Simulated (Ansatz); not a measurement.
# Si2 (triplet): the correlation ladder at distance Si1–Si2 = 2.044 Å, cc-pVDZ

Aim: climb from Hartree-Fock through coupled cluster and multireference methods for Si2 (triplet) at one geometry and basis, and see what each rung misses.

Program: Ansatz 0.2.0, Gaussian basis. Level of theory: cc-pVDZ, core rule «outside noble gas», up to 10 orbitals frozen. These are calculated values, not measurements.

The runs, in order: UHF; CCSD(T) on ROHF; CCSD(T) on UHF; BCCD(T) on ROHF; CISD; CCSDT(Q) on ROHF; CCSDT(Q) on UHF; CASSCF and MRCISD+Q, 4 electrons in 4 orbitals; CASSCF and NEVPT2, 4 electrons in 4 orbitals; CASSCF and MRCISD+Q, 8 electrons in 8 orbitals; CASSCF and NEVPT2, 8 electrons in 8 orbitals.

24 further runs of the same task are left out: 1 for a mislabelled method, 20 that didn't finish, 3 set aside as unsound or not needed.

## 1. What is computed

The geometry derives from a PBE0/def2-TZVP stationary point (not a proven minimum). One bond is set to the value named and the two fragments are kept rigid.

2 atoms, charge 0, spin multiplicity 3.

Atoms are counted from 1 here; the program's logs count them from 0.

Bond lengths: Si1–Si2 2.044 Å.

Coordinates:

```xyz
2

Si    0.0000    0.0000    0.0000
Si    0.0000    0.0000    2.0440
```

## 2. UHF

in.yaml reads:

```yaml
crystal:
  periodic: [false, false, false]
  atoms:
    - {symbol: Si, position_ang: [0.000000, 0.000000, 0.000000]}
    - {symbol: Si, position_ang: [0.000000, 0.000000, 2.044000]}
basis:
  gaussian: {orbitals: cc-pVDZ}
magnetization: {spin_polarized: true, initial_magnetization: 2}
hamiltonian: {xc: hf}
output: {orbitals: {seedname: orbitals}}
```

Run with:

```
> ansatz run in.yaml --threads 1 --pin off --events-out ev --progress --plain --max-ram 2393MiB
```

After this run come: CCSD(T) on ROHF; CCSD(T) on UHF; BCCD(T) on ROHF; CISD; CCSDT(Q) on ROHF; CCSDT(Q) on UHF; CASSCF and MRCISD+Q, 4 electrons in 4 orbitals; CASSCF and NEVPT2, 4 electrons in 4 orbitals; CASSCF and MRCISD+Q, 8 electrons in 8 orbitals; CASSCF and NEVPT2, 8 electrons in 8 orbitals.

**Question.** What will the summary of the whole plan be? Wanted: UCCSDT(Q) below the RHF energy; RMP2 from UCCSDT(Q); UMP2 from UCCSDT(Q); RCCSD from UCCSDT(Q); RCCSD(T) from UCCSDT(Q); UCCSD(T) from UCCSDT(Q); RCCSDT(Q) from UCCSDT(Q); NEVPT2 pair from UCCSDT(Q); MRCISD+Q pair from UCCSDT(Q).

**Answer**, as computed:

| quantity | value |
| --- | --- |
| UCCSDT(Q) below the RHF energy | -4.8188 eV |
| RMP2 from UCCSDT(Q) | +1016.3 meV |
| UMP2 from UCCSDT(Q) | +1088.0 meV |
| RCCSD from UCCSDT(Q) | +358.1 meV |
| RCCSD(T) from UCCSDT(Q) | +68.5 meV |
| UCCSD(T) from UCCSDT(Q) | +68.8 meV |
| RCCSDT(Q) from UCCSDT(Q) | +0.9 meV |
| NEVPT2 pair from UCCSDT(Q) | +1419.5 meV |
| MRCISD+Q pair from UCCSDT(Q) | +343.6 meV |
| NEVPT2 valence from UCCSDT(Q) | +721.4 meV |
| levels within 1 kcal/mol (43 meV) | RCCSDT, UCCSDT, RCCSDT(Q), MRCISD+Q valence |
| T1 diagnostic | 0.023 |
| effectively unpaired electrons | 2.10 |

In words: RCCSD(T) lands +68.5 meV from the yardstick (1.4 % of the correlation energy). One determinant dominates. Of the multireference levels listed MRCISD+Q valence comes nearest in total energy (-21.9 meV), which doesn't show that its space is the better one. Coupled cluster took another determinant than the lowest Hartree-Fock one. These misses are within one basis, not against nature; the frozen cores of restricted and unrestricted runs differ, which can shift their rows.
